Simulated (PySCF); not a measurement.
Vertical excitation energies

Compound: C₄H₇F.
SMILES: `CC(C)=CF`

Method used: TDDFT wB97X-D/def2-SVPD, vertical, gas phase, core orbitals frozen in the response in PySCF 2.14.0, density-fitted response routines. Geometry: PBE0-D3(BJ)/def2-SVP; no solvent, vibrations or thermal averaging.

```json
{"state": "S1", "E (eV)": "6.83", "λ (nm)": "181.5", "f": "0.0023", "main configurations (H = HOMO, L = LUMO)": "H→L (89%)"}
{"state": "S2", "E (eV)": "7.30", "λ (nm)": "169.9", "f": "0.415", "main configurations (H = HOMO, L = LUMO)": "H→L+1 (96%)"}
{"state": "S3", "E (eV)": "7.69", "λ (nm)": "161.3", "f": "0.0096", "main configurations (H = HOMO, L = LUMO)": "H→L+2 (84%)"}
{"state": "S4", "E (eV)": "7.90", "λ (nm)": "156.9", "f": "0.0090", "main configurations (H = HOMO, L = LUMO)": "H→L+3 (82%), H→L+4 (9%)"}
{"state": "S5", "E (eV)": "8.65", "λ (nm)": "143.3", "f": "0.034", "main configurations (H = HOMO, L = LUMO)": "H→L+4 (82%)"}
{"state": "S6", "E (eV)": "8.97", "λ (nm)": "138.3", "f": "0.0001", "main configurations (H = HOMO, L = LUMO)": "H-1→L+1 (75%), H-2→L+1 (15%)"}
{"state": "S7", "E (eV)": "9.10", "λ (nm)": "136.3", "f": "0.0014", "main configurations (H = HOMO, L = LUMO)": "H→L+5 (84%)"}
{"state": "S8", "E (eV)": "9.38", "λ (nm)": "132.2", "f": "0.0018", "main configurations (H = HOMO, L = LUMO)": "H-2→L+1 (74%), H-1→L+1 (17%)"}
{"state": "S9", "E (eV)": "9.48", "λ (nm)": "130.7", "f": "0.0076", "main configurations (H = HOMO, L = LUMO)": "H→L+6 (96%)"}
{"state": "S10", "E (eV)": "9.52", "λ (nm)": "130.2", "f": "0.024", "main configurations (H = HOMO, L = LUMO)": "H→L+7 (80%)"}
```

Triplets, Tamm–Dancoff:

| state | E (eV) | λ (nm) | main configurations (H = HOMO, L = LUMO) |
| --- | --- | --- | --- |
| T1 | 4.42 | 280.3 | H→L+1 (94%) |
| T2 | 6.81 | 182.2 | H→L (86%) |
| T3 | 7.53 | 164.8 | H→L+2 (77%) |
| T4 | 7.85 | 158.0 | H→L+3 (80%), H→L+4 (11%) |

The lowest singlet lies at 6.83 eV (181 nm, vacuum ultraviolet) and is very weak; its leading configuration is HOMO→LUMO (89%). The most intense listed level is S2 at 7.30 eV (170 nm, f = 0.415), 0.46 eV above S1. Löwdin shares by element: HOMO carbon 70% or more, fluorine 14% (atoms not listed hold the other 16%); LUMO carbon 59% (atoms not listed hold the other 41%). Weighted by f, the mean energy of these states is 7.56 eV. Orbital energies (eV): HOMO-3 -12.95, HOMO-2 -12.28, HOMO-1 -11.99, HOMO -8.76, LUMO 2.29, LUMO+1 2.42, LUMO+2 3.07. The oscillator strengths of these states sum to 0.505; summed over the whole spectrum of an exact calculation they would give the number of electrons, 40 (Thomas–Reiche–Kuhn). From S8 up the states lie above the vertical ionisation energy of 9.16 eV (ΔSCF), that is within the continuum, which a finite basis only mimics. The window holds the lowest 10 singlets.

Time: 31 s. Hardware: Arm Neoverse V1, one thread (shared host).
